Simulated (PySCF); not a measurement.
# Identify the compound

An unknown has the formula C5H10O. Its calculated NMR data are:

$^{1}$H NMR (300 MHz, computed): δ 2.35 (q, 4H), 1.10 (t, 6H).

$^{13}$C{$^{1}$H} NMR (computed): δ 215.4, 39.7 (2C), 9.5 (2C).

Fast rotation and ring inversion assumed for equivalent nuclei, no solvent, single conformer, no relativistic terms. GIAO PBE0/pcSseg-1 shieldings; geometry from GFN2-xTB; PySCF.

Scale: $^{1}$H and $^{13}$C vs TMS (reference shieldings calculated alike).

**Question.** Propose a structure and justify it.

**Answer.** 
The formula gives 1 degree of unsaturation (no ring in the answer). 3 carbon signals for 5 carbons: some carbons are equivalent by symmetry or fast rotation. Carbon types of the structure: 1 × C, 2 × CH2, 2 × CH3, which accounts for all hydrogens. δC 215.4: ketone carbonyl carbon; low-lying n→π* states of the double bond to the heteroatom give a large paramagnetic term (-281 ppm). δC 39.7: sp3 CH2 α to a carbonyl; the adjacent C=O deshields it moderately. δC 9.5: methyl carbon; aliphatic region, no heteroatom directly attached. δH 2.35: hydrogen on an sp3 CH2 α to a carbonyl; α to C=O. δH 1.10: hydrogen on a methyl carbon.

These data were computed for diethyl ketone.

The shifts were computed for this structure.

Shifts are as computed. Against solution values, carbons near 30 ppm lie about +3 ppm off and those near 130 ppm about +5 ppm. Of 246 compounds with measured shifts, 49 miss one by over three times the rms of a fit or turn the order of signals round; such compounds aren't used in these exercises. Multiplicities follow the n + 1 count of equivalent neighbours, as no J values were calculated; m marks all less simple cases, F and P coupling included.
